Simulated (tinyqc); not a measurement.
Inside a calculation. Method: ROHF in the sto-3g basis, for OH+, spin multiplicity 3. One step of it, computed by the program tinyqc.

Question. Iteration 2: Roothaan effective Fock matrix. With projectors Pc = D(beta) S, Po = (D(alpha) - D(beta)) S, Pv = 1 - D(alpha) S, the block xy is Px^T F Py; with Fc = (F(alpha) + F(beta))/2, the blocks are Fc for cc, oo, vv and cv, F(beta) for co and F(alpha) for ov.

F(alpha) (hartree):
```
             1O 1s      1O 2s     1O 2px     1O 2py     1O 2pz      2H 1s
1O 1s   -20.858092  -5.328505   0.000000   0.000000  -0.009768  -0.457999
1O 2s    -5.328505  -3.017463   0.000000   0.000000  -0.076491  -0.606523
1O 2px    0.000000   0.000000  -1.004522   0.000000   0.000000   0.000000
1O 2py    0.000000   0.000000   0.000000  -1.004522   0.000000   0.000000
1O 2pz   -0.009768  -0.076491   0.000000   0.000000  -0.905025  -0.452642
2H 1s    -0.457999  -0.606523   0.000000   0.000000  -0.452642  -0.592144
```

F(beta) (hartree):
```
             1O 1s      1O 2s     1O 2px     1O 2py     1O 2pz      2H 1s
1O 1s   -20.809137  -5.252888   0.000000   0.000000  -0.009768  -0.449842
1O 2s    -5.252888  -2.656426   0.000000   0.000000  -0.076491  -0.556258
1O 2px    0.000000   0.000000  -0.076918   0.000000   0.000000   0.000000
1O 2py    0.000000   0.000000   0.000000  -0.076918   0.000000   0.000000
1O 2pz   -0.009768  -0.076491   0.000000   0.000000  -0.810136  -0.442324
2H 1s    -0.449842  -0.556258   0.000000   0.000000  -0.442324  -0.581985
```

D(alpha) after iteration 1:
```
            1O 1s      1O 2s    1O 2px    1O 2py     1O 2pz      2H 1s
1O 1s    1.059016  -0.249539  0.000000  0.000000   0.010723  -0.002865
1O 2s   -0.249539   1.057113  0.000000  0.000000  -0.058636  -0.002528
1O 2px   0.000000   0.000000  1.000000  0.000000   0.000000   0.000000
1O 2py   0.000000   0.000000  0.000000  1.000000   0.000000   0.000000
1O 2pz   0.010723  -0.058636  0.000000  0.000000   0.850266   0.212362
2H 1s   -0.002865  -0.002528  0.000000  0.000000   0.212362   0.053186
```

D(beta) after iteration 1:
```
            1O 1s      1O 2s    1O 2px    1O 2py     1O 2pz      2H 1s
1O 1s    1.059016  -0.249539  0.000000  0.000000   0.010723  -0.002865
1O 2s   -0.249539   1.057113  0.000000  0.000000  -0.058636  -0.002528
1O 2px   0.000000   0.000000  0.000000  0.000000   0.000000   0.000000
1O 2py   0.000000   0.000000  0.000000  0.000000   0.000000   0.000000
1O 2pz   0.010723  -0.058636  0.000000  0.000000   0.850266   0.212362
2H 1s   -0.002865  -0.002528  0.000000  0.000000   0.212362   0.053186
```

overlap S:
```
           1O 1s     1O 2s    1O 2px    1O 2py    1O 2pz     2H 1s
1O 1s   1.000000  0.236704  0.000000  0.000000  0.000000  0.019887
1O 2s   0.236704  1.000000  0.000000  0.000000  0.000000  0.243769
1O 2px  0.000000  0.000000  1.000000  0.000000  0.000000  0.000000
1O 2py  0.000000  0.000000  0.000000  1.000000  0.000000  0.000000
1O 2pz  0.000000  0.000000  0.000000  0.000000  1.000000  0.235211
2H 1s   0.019887  0.243769  0.000000  0.000000  0.235211  1.000000
```

Give: effective F.

Answer.

effective F (hartree):
```
          1O 1s   1O 2s  1O 2px  1O 2py  1O 2pz   2H 1s
1O 1s   -20.834  -5.291   0.000   0.000  -0.010  -0.454
1O 2s    -5.291  -2.837   0.000   0.000  -0.076  -0.581
1O 2px    0.000   0.000  -0.541   0.000   0.000   0.000
1O 2py    0.000   0.000   0.000  -0.541   0.000   0.000
1O 2pz   -0.010  -0.076   0.000   0.000  -0.858  -0.447
2H 1s    -0.454  -0.581   0.000   0.000  -0.447  -0.587
```
